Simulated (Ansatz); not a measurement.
# C2H6N: the cost of one run

All numbers are computed with the Python package of Ansatz 0.2.0. The levels of theory stand in the script.

**1. Starting point**

Bond lengths: C1–N2 1.395 Å, N2–C3 1.395 Å, C1–H4 1.148 Å, C1–H5 1.100 Å, C1–H6 1.149 Å, C3–H7 1.149 Å, C3–H8 1.100 Å, C3–H9 1.149 Å. Angles: C1–N2–C3 110.2°, N2–C1–H4 115.3°, N2–C1–H5 110.2°, N2–C1–H6 115.3°, H4–C1–H5 106.3°, H4–C1–H6 102.6°, H5–C1–H6 106.3°, N2–C3–H7 115.3°, N2–C3–H8 110.2°, N2–C3–H9 115.3°, H7–C3–H8 106.2°, H7–C3–H9 102.6°, H8–C3–H9 106.3°.

c2h6n.xyz, read by the script:

```xyz
9

C    -0.21785    0.81952   -0.77316
N     0.46128   -0.39258   -0.64587
C     0.30885   -0.89677    0.64557
H    -1.34809    0.77248   -0.57753
H    -0.09791    1.21750   -1.79147
H     0.12590    1.65210   -0.05993
H    -0.77440   -1.10575    0.96712
H     0.84795   -1.84998    0.74797
H     0.69427   -0.21651    1.48731
```

**2. The code**

File methods_c2h6n.py:

```python
'''C2H6N(-) at several levels of theory.'''

import warnings

import ansatz as az


def main() -> None:
    warnings.simplefilter('ignore', az.DeckWarning)

    molecule = az.Crystal.molecule_from_extxyz('c2h6n.xyz')

    base = (
        molecule.calculation()
        .basis(gaussian='def2-SVP')
        .charge(-1)
    )

    methods = ['mp2', 'ccsd', 'ccsd_t']
    reports = [base.correlation(m).run(threads=1).report for m in methods]
    print(f'Hartree-Fock reference {reports[0]["reference_energy_ev"] / 27.211386246:.6f} Ha')
    best = reports[-1]['free_energy_ev'] - reports[-1]['reference_energy_ev']
    for method, each in zip(methods, reports):
        gained = each['free_energy_ev'] - each['reference_energy_ev']
        print(f'{method:8s} total {each["free_energy_ev"] / 27.211386246:.6f} Ha  correlation {gained:9.4f} eV  ({100 * gained / best:.1f} % of the last)')


if __name__ == '__main__':
    main()
```

**3. What the engine is handed**

The engine receives this input (first run):

```yaml
crystal:
  periodic: [false, false, false]
  atoms:
    - { symbol: C, position_ang: [-0.21785, 0.81952, -0.77316] }
    - { symbol: "N", position_ang: [0.46128, -0.39258, -0.64587] }
    - { symbol: C, position_ang: [0.30885, -0.89677, 0.64557] }
    - { symbol: H, position_ang: [-1.34809, 0.77248, -0.57753] }
    - { symbol: H, position_ang: [-0.09791, 1.2175, -1.79147] }
    - { symbol: H, position_ang: [0.1259, 1.6521, -0.05993] }
    - { symbol: H, position_ang: [-0.7744, -1.10575, 0.96712] }
    - { symbol: H, position_ang: [0.84795, -1.84998, 0.74797] }
    - { symbol: H, position_ang: [0.69427, -0.21651, 1.48731] }
basis:
  gaussian:
    orbitals: def2-SVP
total_charge: -1.0
correlation:
  method: mp2
```

**4. Launch**

Launch:

```
$ python methods_c2h6n.py
```

What time and memory should one allow on 1 thread of Arm Neoverse V2, shared host?

About 4.5 s, with a peak of 0.27 GiB.
